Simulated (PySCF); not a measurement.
Si(H)2, SMILES [SiH2], PBE0/def2-SVP optimised geometry.

```
3

Si    -0.75    -0.77     0.00
H      0.78    -0.77     0.00
H     -0.78     0.77     0.00
```

Density from PBE0/def2-TZVP in PySCF 2.14.0 at that geometry.

Minimum of the electron density along straight lines between bonded atoms, close to the bond critical point (lines longer than 1.1 times the sum of covalent radii, or with two minima, are not listed):

```
bond    length / Å  ρ at the minimum / e bohr⁻³  ∇²ρ there / e bohr⁻⁵  position (fraction from the first atom)
------  ----------  ---------------------------  --------------------  ---------------------------------------
Si1–H2       1.534                        0.113                  0.10                                     0.49
Si1–H3       1.534                        0.113                  0.10                                     0.49
```
